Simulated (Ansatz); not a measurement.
# Cost against result

Saddle point of CH₆BF, closed shell (BH₂F ([BH2][F]) + CH₄ → CH₅B ([BH2][CH3]) + HF; bonds formed: B1–C6, F2–H5; bonds broken: B1–F2, H5–C6), PBE0-D4/def2-TZVP structure:

| atom | x (Å) | y (Å) | z (Å) |
| --- | --- | --- | --- |
| B1 | -0.6364 | 0.3278 | -0.5130 |
| F2 | 0.5198 | 0.3178 | -1.6748 |
| H3 | -0.9150 | 1.4684 | -0.2997 |
| H4 | -1.4743 | -0.4576 | -0.8363 |
| H5 | 0.7666 | -0.0436 | -0.6276 |
| C6 | 0.3712 | -0.3086 | 0.7110 |
| H7 | 1.1703 | 0.3005 | 1.1411 |
| H8 | -0.4644 | -0.2437 | 1.4162 |
| H9 | 0.6622 | -1.3611 | 0.6831 |

Barriers are electronic and count from the start structure reached by relaxing down the imaginary mode.

Computed with Ansatz 0.2.0 (basis: as named in each row); correlated methods freeze the cores. B3LYP uses VWN-RPA correlation. Extrapolation: Hartree–Fock as exp(−7.88 √X), correlation as X^−2.97.

Times are rough, for one single point on 2 threads of a shared host (Intel Xeon Platinum 8259CL).

The estimate by CCSD(T) at an estimated basis limit (MP2 extrapolated from triple and quadruple zeta, plus CCSD(T) − MP2 in triple zeta) is 52.40 kcal/mol.

```
      method       basis  time (s)  barrier (kcal/mol)  method less estimate
          HF      STO-3G   under 1               81.45                 29.05
      PBE-D4      STO-3G   under 1               48.04                 -4.35
       SPW92    def2-SVP   under 1               29.44                -22.96
    B3LYP-D4       6-31G   under 1               52.52                  0.12
       SPW92  def2-TZVPP         1               31.32                -21.08
      PBE-D4    def2-SVP         1               40.19                -12.21
     PBE0-D4    def2-SVP         1               44.38                 -8.01
      PBE-D4  def2-TZVPP         2               42.11                -10.29
     CCSD(T)    def2-SVP         2               55.05                  2.65
     PBE0-D4  def2-TZVPP         2               46.08                 -6.32
     BLYP-D4  def2-TZVPP         2               50.46                 -1.94
    BHLYP-D4  def2-TZVPP         3               57.91                  5.52
CAM-B3LYP-D4  def2-TZVPP         3               52.12                 -0.28
    B3LYP-D4  def2-TZVPP         3               52.73                  0.33
   r2SCAN-D4  def2-TZVPP         3               46.28                 -6.12
  r2SCAN0-D4  def2-TZVPP         3               48.80                 -3.59
     wB97M-V    def2-SVP         4               47.52                 -4.88
      B2PLYP  def2-TZVPP         4               53.37                  0.97
    PBE-QIDH  def2-TZVPP         6               49.33                 -3.07
     wB97M-V  def2-TZVPP         7               49.96                 -2.43
     wB97X-V  def2-TZVPP         8               50.61                 -1.79
      B97M-V  def2-TZVPP         8               52.28                 -0.12
  RPA on PBE  def2-TZVPP         8               53.14                  0.74
         MP2  def2-QZVPP        17               50.50                 -1.89
     CCSD(T)  def2-TZVPP        32               52.69                  0.29
```

All methods are single points on the PBE0-D4 structures.

T1 diagnostic: at most 0.012.

Labels in which every atom is bracketed show which atoms are joined, not bond orders.
